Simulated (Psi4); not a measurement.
# One shape, several levels: AlNH3O (SMILES [NH2][Al][OH])

We compute a comparison of 3 runs (UB3LYP/6-31G*, UPBE0/def2-SVP, UB3LYP/6-311G**) of AlNH3O. 

The results are computed with Psi4 1.11.

3 further runs of the same task are left out: 3 that didn't finish.

## Step 1: The system as given

The species is AlNH3O (6 atoms), meant as a doublet with charge 0. As SMILES, `[NH2][Al][OH]`. The shape is that of a PBE0-D4/def2-TZVP optimisation. This is one conformer, not always the lowest.

Bond lengths: N1–Al2 1.769 Å, Al2–O3 1.705 Å, N1–H4 1.009 Å, N1–H5 1.006 Å, O3–H6 0.956 Å. Angles: N1–Al2–O3 116.1°, Al2–N1–H4 124.1°, Al2–N1–H5 125.0°, Al2–O3–H6 122.8°, H4–N1–H5 110.9°.

## Step 2: A single-point energy at UB3LYP/6-31G(d) (Cartesian functions) (run 1)

Contents of alh3no.xyz:

```xyz
6
AlH3NO
N     -0.923900     0.240200    -0.760800
Al     0.595200     0.601300     0.070700
O      1.194100    -0.618500     1.101200
H     -1.434300    -0.623600    -0.657200
H     -1.394700     0.861600    -1.396800
H      2.005700    -0.525100     1.596800
```

Contents of run.py:

```python
import numpy as np
from ase.calculators.psi4 import Psi4
from ase.io import read

mol = read('alh3no.xyz')
calc = Psi4(atoms=mol, method='b3lyp', basis='6-31G*', memory='1600MB', num_threads=1, charge=0, multiplicity=2, label='psi4-calc', reference='uks')
calc.psi4.set_options({'puream': False, 'e_convergence': 1e-09, 'd_convergence': 1e-08, 'scf_type': 'pk', 'dft_radial_points': 99, 'dft_spherical_points': 590, 'maxiter': 200})
mol.calc = calc

print(f'energy: {mol.get_potential_energy():.6f} eV')
```

On the command line:

```
$ python run.py
```

psi4-calc.dat:

```text
[...]
  Running in c1 symmetry.
[...]
  Nuclear repulsion =   93.731213434316217
[...]
  Multiplicity = 2
[...]
  Nalpha       = 16
  Nbeta        = 15
[...]
    Number of basis functions: 55
[...]
   @UKS iter   1:  -373.73968468964051   -1.74352e-01   2.01092e-02 DIIS/ADIIS
[...]
   @UKS iter  13:  -374.24729934159922   -1.13687e-12   4.99953e-09 DIIS
[...]
   @S^2 Observed:                7.515406830E-01
[...]
  @UKS Final Energy:  -374.24729934159922
   => Energetics <=
    Nuclear Repulsion Energy =             93.7312134343162171
    One-Electron Energy =                -704.0715514245241593
    Two-Electron Energy =                 264.6456937100164737
    DFT Exchange-Correlation Energy =     -28.5526550614077834
    Empirical Dispersion Energy =           0.0000000000000000
    VV10 Nonlocal Energy =                  0.0000000000000000
    Total Energy =                       -374.2472993415992164
[...]
 Multipole Moments:
 ------------------------------------------------------------------------------------
     Multipole            Electronic (a.u.)      Nuclear  (a.u.)        Total (a.u.)
 ------------------------------------------------------------------------------------
 L = 1.  Multiply by 2.5417464519 to convert [e a0] to [Debye]
 Dipole X            :          2.0341888           -1.9880953            0.0460936
 Dipole Y            :          1.4036230           -1.1262401            0.2773830
 Dipole Z            :          0.6388178           -0.7510462           -0.1122284
 Magnitude           :                                                    0.3027559
[...]
```

The script printed:

```text
energy: -10183.787731 eV
```

Run time: 19 s. Hardware: 1 thread of Intel Xeon Platinum 8259CL at 2.50GHz (Skylake/Cascade Lake), shared host; peak memory 0.71 GiB.

## Step 3: Energy and gradient at UPBE0/def2-SVP (run 2)

Contents of alh3no.py:

```python
import psi4

psi4.set_memory(1600000000)
psi4.set_num_threads(1)
psi4.core.set_output_file('psi4.out', False)

m = psi4.geometry("""
0 2
N
Al 1 1.769025
O 2 1.705439 1 116.07671
H 1 1.008658 2 124.12916 3 -0.00199
H 1 1.006125 4 110.91983 2 179.99754
H 3 0.95553 2 122.80363 1 -179.99891
units angstrom
symmetry c1
no_reorient
no_com
""")

psi4.set_options({
    'reference': 'uks',
    'puream': True,
    'e_convergence': 1e-09,
    'd_convergence': 1e-08,
    'scf_type': 'pk',
    'dft_radial_points': 99,
    'dft_spherical_points': 590,
    'maxiter': 200,
})

E, wfn = psi4.gradient("pbe0/def2-SVP", return_wfn=True)
psi4.oeprop(wfn, "MULLIKEN_CHARGES", "LOWDIN_CHARGES", "QUADRUPOLE", title="PBE0")
print('gradient / Eh bohr^-1')
print(E.np.round(6))
print(f'energy = {wfn.energy():.10f} Eh')
```

On the command line:

```
$ python alh3no.py
```

psi4.out:

```text
[...]
  Running in c1 symmetry.
[...]
  Nuclear repulsion =   93.731226671658831
[...]
  Multiplicity = 2
[...]
  Nalpha       = 16
  Nbeta        = 15
[...]
    Number of basis functions: 61
[...]
   @UKS iter   1:  -373.37933572885146   -2.72907e-01   1.66234e-02 DIIS/ADIIS
[...]
   @UKS iter  13:  -373.81534544768965   -1.47793e-12   4.94562e-09 DIIS
[...]
   @S^2 Observed:                7.519791178E-01
[...]
  @UKS Final Energy:  -373.81534544768965
   => Energetics <=
    Nuclear Repulsion Energy =             93.7312266716588312
    One-Electron Energy =                -703.8636402124520828
    Two-Electron Energy =                 262.8811557729005131
    DFT Exchange-Correlation Energy =     -26.5640876797969661
    Empirical Dispersion Energy =           0.0000000000000000
    VV10 Nonlocal Energy =                  0.0000000000000000
    Total Energy =                       -373.8153454476896513
[...]
  -Total Gradient:
     Atom            X                  Y                   Z
    ------   -----------------  -----------------  -----------------
       1       -0.000000154703    -0.000977189761    -0.004554347574
       2        0.000000198562    -0.003971253179     0.000301589326
       3       -0.000000030234     0.003718648651     0.000161678721
       4        0.000000005650     0.005014191543     0.003618697107
       5        0.000000001159    -0.004791846028     0.003971541744
       6       -0.000000019522     0.000996670380    -0.003462516981
[...]
```

The script printed:

```text
gradient / Eh bohr^-1
[[-0.       -0.000977 -0.004554]
 [ 0.       -0.003971  0.000302]
 [-0.        0.003719  0.000162]
 [ 0.        0.005014  0.003619]
 [ 0.       -0.004792  0.003972]
 [-0.        0.000997 -0.003463]]
energy = -373.8153454477 Eh
```

Run time: 23 s. Hardware: 1 thread of Intel Xeon Platinum 8259CL at 2.50GHz (Skylake/Cascade Lake), shared host; peak memory 0.72 GiB.

## Step 4: A single-point energy at UB3LYP/6-311G(d,p) (run 3)

Contents of run.py:

```python
import psi4

psi4.set_memory(1600000000)
psi4.set_num_threads(1)
psi4.core.set_output_file('alh3no.out', False)

m = psi4.geometry("""
0 2
N     -0.923900     0.240200    -0.760800
Al     0.595200     0.601300     0.070700
O      1.194100    -0.618500     1.101200
H     -1.434300    -0.623600    -0.657200
H     -1.394700     0.861600    -1.396800
H      2.005700    -0.525100     1.596800
units angstrom
symmetry c1
""")

options = {'reference': 'uks', 'puream': True, 'e_convergence': 1e-09, 'd_convergence': 1e-08, 'scf_type': 'pk', 'dft_radial_points': 99, 'dft_spherical_points': 590, 'maxiter': 200}
psi4.set_options(options)

energy_value, wavefunction = psi4.energy("b3lyp/6-311G**", return_wfn=True)
psi4.oeprop(wavefunction, "MAYER_INDICES", "DIPOLE", "QUADRUPOLE", title="B3LYP")
print(f'b3lyp/6-311G** energy: {energy_value:.10f} Eh')
for k, v in sorted(psi4.core.scalar_variables().items()):
    print(f'{k:45s} {v:18.10f}')
```

On the command line:

```
$ python run.py
```

alh3no.out:

```text
[...]
  Running in c1 symmetry.
[...]
  Nuclear repulsion =   93.731213434316217
[...]
  Multiplicity = 2
[...]
  Nalpha       = 16
  Nbeta        = 15
[...]
    Number of basis functions: 80
[...]
   @UKS iter   1:  -373.74411928537830   -1.83762e-01   1.53801e-02 DIIS/ADIIS
[...]
   @UKS iter  13:  -374.32298595858299   -5.68434e-12   5.89431e-09 DIIS
[...]
   @S^2 Observed:                7.515143156E-01
[...]
  @UKS Final Energy:  -374.32298595858299
   => Energetics <=
    Nuclear Repulsion Energy =             93.7312134343162171
    One-Electron Energy =                -704.3948638594511067
    Two-Electron Energy =                 264.9402565624731665
    DFT Exchange-Correlation Energy =     -28.5995920959212846
    Empirical Dispersion Energy =           0.0000000000000000
    VV10 Nonlocal Energy =                  0.0000000000000000
    Total Energy =                       -374.3229859585829900
[...]
 Multipole Moments:
 ------------------------------------------------------------------------------------
     Multipole            Electronic (a.u.)      Nuclear  (a.u.)        Total (a.u.)
 ------------------------------------------------------------------------------------
 L = 1.  Multiply by 2.5417464519 to convert [e a0] to [Debye]
 Dipole X            :          2.0711488           -1.9880953            0.0830535
 Dipole Y            :          1.4604081           -1.1262401            0.3341680
 Dipole Z            :          0.6342888           -0.7510462           -0.1167574
 Magnitude           :                                                    0.3635910
 L = 2.  Multiply by 1.3450342976 to convert [e a0^2] to [Debye ang]
 Quadrupole XX       :       -110.7950220           95.7860290          -15.0089930
 Quadrupole XY       :         19.8041295          -19.7288578            0.0752717
[...]
```

On the terminal:

```text
b3lyp/6-311G** energy: -374.3229859586 Eh
CURRENT ENERGY                                   -374.3229859586
CURRENT REFERENCE ENERGY                         -374.3229859586
DD SOLVATION ENERGY                                 0.0000000000
DFT FUNCTIONAL TOTAL ENERGY                      -374.3229859586
DFT TOTAL ENERGY                                 -374.3229859586
DFT VV10 ENERGY                                     0.0000000000
DFT XC ENERGY                                     -28.5995920959
GRID ELECTRONS ALPHA                               16.0000000508
GRID ELECTRONS BETA                                15.0000000418
GRID ELECTRONS TOTAL                               31.0000000926
NUCLEAR REPULSION ENERGY                           93.7312134343
ONE-ELECTRON ENERGY                              -704.3948638595
PCM POLARIZATION ENERGY                             0.0000000000
PE ENERGY                                           0.0000000000
SCF ITERATION ENERGY                             -374.3229859586
SCF ITERATIONS                                     13.0000000000
SCF TOTAL ENERGY                                 -374.3229859586
TWO-ELECTRON ENERGY                               264.9402565625
XC GRID RADIAL POINTS                              99.0000000000
XC GRID SPHERICAL POINTS                          590.0000000000
XC GRID TOTAL POINTS                           337277.0000000000
```

It took 22 s on 1 thread of Intel Xeon Platinum 8259CL at 2.50GHz (Skylake/Cascade Lake), shared host; peak memory 0.88 GiB.

## Step 5: All runs side by side

```tsv
run	level	task	Cartesian functions	energy (Eh)	dipole moment (D)	HOMO energy (eV)	LUMO energy (eV)	wall time
1	UB3LYP/6-31G* (Cartesian functions)	energy	yes	-374.247299	0.77	-5.25	-2.42	19 s
2	UPBE0/def2-SVP	gradient	no	-373.815345	0.73	-5.53	-2.09	23 s
3	UB3LYP/6-311G**	energy	no	-374.322986	0.92	-5.32	-2.46	22 s
```

## Step 6: Outcome

```
                                 quantity          value
                      run 3: total energy  -374.32299 Eh
                     run 3: dipole moment         0.92 D
run 3: HOMO energy (highest over α and β)       -5.32 eV
 run 3: LUMO energy (lowest over α and β)       -2.46 eV
                              run 3: ⟨S²⟩          0.752
```

What this shows: The dipole moment (its size) runs from 0.73 D (UPBE0/def2-SVP) to 0.92 D (UB3LYP/6-311G**). The two ends differ in method and basis. Totals of different functionals can't be ranked against each other. All runs together took 64 s, the longest 23 s.
